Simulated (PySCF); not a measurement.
# UB3LYP/STO-3G run of AlHF (SMILES [F][AlH])

What is the vertical ionisation energy of AlHF at UB3LYP/STO-3G? The job is set up through a Python script.

The results are computed with PySCF 2.14.0.

9 further runs of the same task are left out: 9 set aside as unsound or not needed.

**1. The structure to begin with**

The species is AlHF (3 atoms), meant as a doublet with charge 0. SMILES: `[F][AlH]`. The shape is that of a PBE0-D4/def2-TZVP optimisation.

Bond lengths: F1–Al2 1.656 Å, Al2–H3 1.607 Å. Angles: F1–Al2–H3 115.5°.

**2. A single-point energy at UB3LYP/STO-3G**

run.py reads:

```python
from pyscf import gto, dft

mol = gto.M(
    atom='F 0.907100 0.893200 0.585600; Al -0.432500 0.318000 -0.199500; H -0.485400 -1.276100 -0.399300',
    spin=1,
    verbose=3,
    basis='sto-3g',
    charge=0,
    max_memory=1860,
)

calc0 = dft.UKS(mol, xc='b3lyp')
calc0.conv_tol = 1e-10
calc0.grids.level = 5
calc0.kernel()
if not calc0.converged:
    calc0 = calc0.newton().run(calc0.mo_coeff, calc0.mo_occ)

etot = calc0.e_tot
print('E = %.10f Eh' % etot)
```

Command:

```
$ OMP_NUM_THREADS=1 python run.py
```

The program printed:

```text
converged SCF energy = -338.440642468565  <S^2> = 0.75317987  2S+1 = 2.0031773
E = -338.4406424686 Eh
```

It took 4.5 s on 1 thread of Arm Neoverse N1, shared host; peak memory 0.18 GiB.

**3. The singlet cation at the same level**

calc.py reads:

```python
from pyscf import gto, dft

mol = gto.M(
    atom='''
F      1.714171     1.687903     1.106624
Al    -0.817307     0.600933    -0.377000
H     -0.917273    -2.411480    -0.754568
''',
    unit='bohr',
    max_memory=1860,
    basis='sto-3g',
    charge=1,
    verbose=4,
)

mf = dft.RKS(mol, xc='b3lyp')
mf.grids.level = 5
mf.conv_tol = 1e-10
mf.kernel()
if not mf.converged:
    mf = mf.newton().run(mf.mo_coeff, mf.mo_occ)

e_tot = mf.e_tot
print('E = %.10f Eh' % e_tot)
```

Command:

```
$ OMP_NUM_THREADS=1 python calc.py
```

The program printed:

```text
PySCF version 2.14.0

[INPUT] num. atoms = 3
[INPUT] num. electrons = 22
[INPUT] charge = 1
[INPUT] spin (= nelec alpha-beta = 2S) = 0
[INPUT] symmetry False subgroup None
[INPUT] Mole.unit = bohr
[INPUT] Symbol           X                Y                Z      unit          X                Y                Z       unit  Magmom
[INPUT]  1 F      0.907100228820   0.893199801844   0.585600201857 AA    1.714171000000   1.687903000000   1.106624000000 Bohr   0.0
[INPUT]  2 Al    -0.432500238725   0.318000048890  -0.199499808517 AA   -0.817307000000   0.600933000000  -0.377000000000 Bohr   0.0
[INPUT]  3 H     -0.485399967792  -1.276100260589  -0.399300189689 AA   -0.917273000000  -2.411480000000  -0.754568000000 Bohr   0.0

nuclear repulsion = 43.3969386997183
number of shells = 9
number of NR pGTOs = 45
number of NR cGTOs = 15
basis = sto-3g
ecp = {}

******** <class 'pyscf.dft.rks.RKS'> ********
method = RKS
initial guess = minao
damping factor = 0
level_shift factor = 0
DIIS = <class 'pyscf.scf.diis.CDIIS'>
diis_start_cycle = 1
diis_space = 8
diis_damp = 0
SCF conv_tol = 1e-10
SCF conv_tol_grad = None
SCF max_cycles = 50
direct_scf = True
direct_scf_tol = 1e-13
XC library pyscf.dft.libxc version 7.0.0
    S. Lehtola, C. Steigemann, M. J.T. Oliveira, and M. A.L. Marques.,  SoftwareX 7, 1–5 (2018)
XC functionals = b3lyp
    P. J. Stephens, F. J. Devlin, C. F. Chabalowski, and M. J. Frisch.,  J. Phys. Chem. 98, 11623 (1994)
radial grids:
    Treutler-Ahlrichs [JCP 102, 346 (1995); DOI:10.1063/1.469408] (M4) radial grids

becke partition: Becke, JCP 88, 2547 (1988); DOI:10.1063/1.454033
pruning grids: <function nwchem_prune>
grids dens level: 5
symmetrized grids: False
atomic radii adjust function: <function treutler_atomic_radii_adjust>
small_rho_cutoff = 0
Set gradient conv threshold to 1e-05
Initial guess from minao.
tot grids = 110472
init E= -338.198385075466
  HOMO = -0.382137450332248  LUMO = -0.111208659937385  gap/eV = 7.37235
cycle= 1 E= -338.112934590753  delta_E= 0.0855  |g|= 0.536  |ddm|= 2.08
  HOMO = -0.314156922178414  LUMO = -0.198092399859293  gap/eV = 3.15828
cycle= 2 E= -334.382590447184  delta_E= 3.73  |g|= 3.49  |ddm|= 4.03
  HOMO = -0.45540415809049  LUMO = -0.309898136763692  gap/eV = 3.95942
cycle= 3 E= -338.229794633771  delta_E= -3.85  |g|= 0.345  |ddm|= 3.08
  HOMO = -0.47951193404519  LUMO = -0.301860308121948  gap/eV = 4.83415
cycle= 4 E= -338.265381019469  delta_E= -0.0356  |g|= 0.115  |ddm|= 0.382
  HOMO = -0.500590285021096  LUMO = -0.304197268646572  gap/eV = 5.34413
cycle= 5 E= -338.270098455261  delta_E= -0.00472  |g|= 0.0322  |ddm|= 0.146
  HOMO = -0.503293118887978  LUMO = -0.302529738001885  gap/eV = 5.46305
cycle= 6 E= -338.270535941443  delta_E= -0.000437  |g|= 0.00447  |ddm|= 0.0622
  HOMO = -0.502474946667077  LUMO = -0.302546511533004  gap/eV = 5.44033
cycle= 7 E= -338.270543670968  delta_E= -7.73e-06  |g|= 0.000563  |ddm|= 0.00561
  HOMO = -0.502395667630396  LUMO = -0.302545586623481  gap/eV = 5.43820
cycle= 8 E= -338.270543787055  delta_E= -1.16e-07  |g|= 0.000145  |ddm|= 0.000646
  HOMO = -0.502367984641514  LUMO = -0.302546448400898  gap/eV = 5.43742
cycle= 9 E= -338.270543795162  delta_E= -8.11e-09  |g|= 8.28e-06  |ddm|= 0.000193
  HOMO = -0.502366338711045  LUMO = -0.302546592342488  gap/eV = 5.43737
cycle= 10 E= -338.27054379519  delta_E= -2.81e-11  |g|= 7.18e-07  |ddm|= 1.24e-05
  HOMO = -0.502365880919983  LUMO = -0.302546604099299  gap/eV = 5.43736
Extra cycle  E= -338.270543795189  delta_E= 9.09e-13  |g|= 1.63e-06  |ddm|= 3.35e-06
converged SCF energy = -338.270543795189
E = -338.2705437952 Eh
```

Wall time 2.8 s (1 thread of Arm Neoverse N1, shared host); peak memory 0.17 GiB.

**4. Results**

Level: UB3LYP/STO-3G.

| quantity | value |
| --- | --- |
| doublet AlHF: total energy | -338.44064 Eh |
| doublet AlHF: dipole moment | 1.37 D |
| doublet AlHF: HOMO energy (highest over α and β) | -0.89 eV |
| doublet AlHF: LUMO energy (lowest over α and β) | 2.54 eV |
| doublet AlHF: ⟨S²⟩ | 0.753 |
| singlet cation: total energy | -338.27054 Eh |
| singlet cation: HOMO energy | -13.67 eV |
| singlet cation: LUMO energy | -8.23 eV |
| singlet cation: HOMO–LUMO gap | 5.44 eV |
| vertical ionisation energy (to the singlet cation) | 4.629 eV |

In words: The vertical ionisation energy comes to 4.63 eV (447 kJ/mol). Only the singlet of the ionised species was computed; a triplet could lie lower. In a minimal basis such a difference can be off by several eV, whatever the method. Mulliken charges (doublet AlHF) run from -0.27 on F1 to +0.53 on Al2; they depend strongly on the basis.
